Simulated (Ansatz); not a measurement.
Mulliken charges of H5NSSi, SMILES `N[SiH2]S` from ωB97M-V/def2-TZVPP in Ansatz (PBE0-D4/def2-TZVP geometry).

```
atom   x (Å)   y (Å)   z (Å)  charge (e)
  N1  -0.755   0.572  -1.067      -0.374
 Si2   0.473   0.027  -0.016       0.363
  S3  -0.298  -1.339   1.456      -0.278
  H4  -0.874   0.150  -1.972       0.126
  H5  -1.608   0.982  -0.726       0.122
  H6   1.093   1.138   0.750      -0.039
  H7   1.484  -0.622  -0.887      -0.037
  H8   0.576  -0.966   2.406       0.117
```

Problem. By hand: the dipole of these point charges (1 e Å = 4.8032 D).

Solution. Σ q r = (0.200, 0.172, -0.063) e Å, of length 0.271 e Å = 1.30 D.

Problem. How does the dipole of the full density compare? (Estimate.)

Solution. Ansatz gave: (-0.089, 0.151, -0.159) e Å, 1.14 D; the point charges give 1.14 times that, at 74° from its direction.

Point charges leave out the atoms' own dipoles, such as those of lone pairs, and Mulliken's split depends on the basis, so the two needn't agree.
